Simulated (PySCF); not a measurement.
C₂H₇N, charge +1, multiplicity 2. Atoms are numbered in the order given.

```xyz
10

C      1.2734     0.0003    -0.2074
N      0.0000     0.0000     0.4427
C     -1.2734    -0.0003    -0.2074
H      1.8409    -0.8825     0.1186
H      1.1547     0.0075    -1.2861
H      1.8476     0.8735     0.1310
H      0.0000     0.0000     1.4627
H     -1.8476    -0.8735     0.1310
H     -1.8409     0.8825     0.1186
H     -1.1547    -0.0075    -1.2861
```
Charge +1, spin multiplicity 2.

Coordinates come from a B3LYP-D3(BJ)/def2-TZVP optimisation. The spin state was assumed, not searched.

All values below come from TDA-CAM-B3LYP/def2-SVPD in PySCF.

Vertical excitations. The molecule is in vacuum.

```tsv
state	energy (eV)	λ (nm)	f	main pairs
root 1	5.24	237	0.000	β HOMO→LUMO 97 %
root 2	5.26	236	0.002	β HOMO−2→LUMO 97 %
root 3	5.85	212	0.200	β HOMO−1→LUMO 98 %
root 4	7.02	177	0.000	β HOMO−4→LUMO 95 %
root 5	7.21	172	0.013	β HOMO−3→LUMO 96 %
root 6	8.45	147	0.002	α HOMO→LUMO 92 %
root 7	8.61	144	0.012	β HOMO−5→LUMO 90 %
root 8	9.98	124	0.032	α HOMO→LUMO+1 88 %
root 9	10.35	120	0.002	α HOMO→LUMO+3 91 %
root 10	10.46	118	0.000	α HOMO→LUMO+2 85 %
```
Unrestricted roots are not spin-pure.
